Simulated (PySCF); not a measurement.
CH₃S, SMILES C[S] (connectivity only; charge and spin as stated), charge -1, multiplicity 1. The structure is a stationary point at PBE0-D3(BJ)/def2-TZVPD. The spin state was assumed, not searched. The isomer is the one that the SMILES or the coordinates give; other isomers of the formula were not compared.

All values below come from PBE0-D3(BJ)/def2-TZVPD in PySCF.

Harmonic wavenumbers (cm⁻¹): 724, 930, 930, 1304, 1465, 1465, 2964, 3010, 3010. Rotational constants (GHz): 161.0, 12.95, 12.95; symmetry number 3.

Work out the zero-point energy and the ideal-gas rigid-rotor harmonic-oscillator thermochemistry at 298.15 K and 1 atm.

ZPE = ½ Σ hcν = ½ × 15803 cm⁻¹ = 94.53 kJ/mol. H − E(el) = 105.02 kJ/mol. Entropy in J/(mol K): translation 156.79, rotation 74.61, vibration 2.43, total 233.83. G − E(el) = 35.31 kJ/mol. Cp = 41.71 J/(mol K).
